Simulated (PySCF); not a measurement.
H2N, SMILES [NH2], multiplicity 2.

Geometry optimised at B3LYP-D3(BJ)/def2-TZVPD. The isomer is the one that the SMILES or the coordinates give; other isomers of the formula were not compared.

Computed with M06-2X/def2-TZVPD run with PySCF.

Gas-phase values at a fixed geometry.

```yaml
total_energy: -55.87067 hartree
point_group: C2v
"α spin, highest occupied and lowest empty level": -10.60 and 0.78 eV
"β spin, highest occupied and lowest empty level": -10.25 and -1.83 eV
dipole_moment: 1.79 D
quadrupole, principal values (traceless, Buckingham form, about the centre of nuclear charge): -1.24, -0.66, 1.90 D·Å
mean_static_polarisability: 11.9 bohr³ (1.77 Å³)
polarisability_principal_values: 10.6, 12.6, 12.6 bohr³
"⟨S²⟩": 0.754 (pure state 0.75)
```
